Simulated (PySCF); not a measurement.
Energy landscape of F4Si, singlet: flattening of a tetrahedron along the D2d path, bond length relaxed. Scanned: the two opposite F-Si-F angles (109.47 = tetrahedral, 180 = square planar). Other coordinates (Si-F bond length) were minimised at PBE0/def2-TZVP.

The free coordinates were minimised at PBE0/def2-TZVP in PySCF; the energy column is wB97X-V/def2-TZVP run with PySCF, in kcal/mol.

```json
[
 {"a / °": "90", "Si-F bond length / Å": "1.574", "E": "19.5"},
 {"a / °": "95", "Si-F bond length / Å": "1.568", "E": "10.0"},
 {"a / °": "100", "Si-F bond length / Å": "1.564", "E": "4.0"},
 {"a / °": "105", "Si-F bond length / Å": "1.563", "E": "0.8"},
 {"a / °": "109.47", "Si-F bond length / Å": "1.562", "E": "0.0"},
 {"a / °": "115", "Si-F bond length / Å": "1.563", "E": "1.1"},
 {"a / °": "120", "Si-F bond length / Å": "1.564", "E": "3.9"},
 {"a / °": "130", "Si-F bond length / Å": "1.569", "E": "13.3"},
 {"a / °": "140", "Si-F bond length / Å": "1.577", "E": "25.9"},
 {"a / °": "150", "Si-F bond length / Å": "1.584", "E": "39.5"},
 {"a / °": "160", "Si-F bond length / Å": "1.592", "E": "51.7"},
 {"a / °": "170", "Si-F bond length / Å": "1.597", "E": "60.2"},
 {"a / °": "180", "Si-F bond length / Å": "1.599", "E": "63.3"}
]
```
